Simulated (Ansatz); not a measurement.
Mg₃H₄. Charge 0, multiplicity 1. Geometry r2SCAN-D4/def2-TZVP, basis def2-TZVP, Ansatz.

```xyz
7

Mg    0.269   -1.552   -0.660
Mg    0.517    1.555    0.275
Mg   -1.614    0.119    0.834
H    -1.192    1.718   -0.329
H     0.895   -2.949   -1.444
H     1.240    0.137   -0.556
H    -0.115    0.973    1.881
```

```tsv
run	HOMO (eV)	LUMO (eV)
A	-4.71	-2.36
B	-4.60	-2.68
C	-5.06	-2.03
D	-4.47	-2.57
E	-4.49	-2.42
```

HSE06 is defined as in plane-wave codes, on full-range PBE exchange. Another isomer (singlet) lies 0.37 eV lower at PBE0-D4/def2-TZVP; other spin states weren't run for this one.

Question: The runs used HSE06, LDA (SPW92), PBE, PBE0, r2SCAN. Estimate which is which.

Answer: A HSE06 (range-separated); B LDA (SPW92) (0 % exact exchange); C PBE0 (25 % exact exchange); D PBE (0 % exact exchange); E r2SCAN (0 % exact exchange). Exact exchange lowers occupied and raises empty levels; among semilocal functionals meta-GGAs tend to open the gap a little, and such runs are hard to tell apart. The gap grows from 1.90 eV (PBE) to 3.03 eV (PBE0). The restricted singlet is unstable towards broken spin symmetry in Hartree–Fock (as tested in another run); at HSE06-D4/def2-TZVP, LDA (SPW92)/def2-TZVP, PBE0-D4/def2-TZVP, PBE-D4/def2-TZVP and others this wasn't settled.
